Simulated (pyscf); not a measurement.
Structures and frequencies: ωB97X-D3(BJ)/def2-SVP in PySCF.

Task: Estimate by transition-state theory the rate constant of H₃C–Zn–SeH + H₂S → H₃C–Zn–SH + H₂Se (singlet surface; Se–Zn, H–S broken, S–Zn, H–Se formed) at 298 K, with ωB97M-D3(BJ)/def2-TZVP energies (ideal gas, 1 atm, RRHO with modes under 100 cm⁻¹ raised to 100, one conformer, R ln 2 for chiral ones without a mode under 150 cm⁻¹; no tunnelling).

Result: The electronic barrier is 12.1 kcal/mol and the thermal terms add +9.3, so ΔG‡ = 21.3 kcal/mol. With k_BT/h = 6.21e+12 s⁻¹ and RT = 0.592 kcal/mol, and a volume of 4.06e-20 cm³ per molecule at 1 atm, k = 5.8e-23 cm³ molecule⁻¹ s⁻¹. Wigner's tunnelling factor for 869i cm⁻¹ would be 1.73, likely too low at so high a frequency. A shift of 1 kcal/mol in the barrier changes k by a factor 5.4. On the reactant side the descent ends in a bound adduct (not fully relaxed), 8.7 kcal/mol under the separated species and 17.4 kcal/mol under the saddle at ωB97X-D3(BJ)/def2-TZVP. On the product side the descent ends in an adduct with a Se–Zn contact, 9.1 kcal/mol under the separated species and 13.2 kcal/mol under the saddle at ωB97X-D3(BJ)/def2-TZVP. What is counted as broken (Se–Zn) persists as a longer contact in the product adduct; parting that adduct is a step of its own. At ωB97X-D3(BJ) the barrier from the zero used here is 8.7 kcal/mol. One saddle was located; it need not be the lowest between these sides. Elements up to Kr have no core potential and no relativistic terms here.
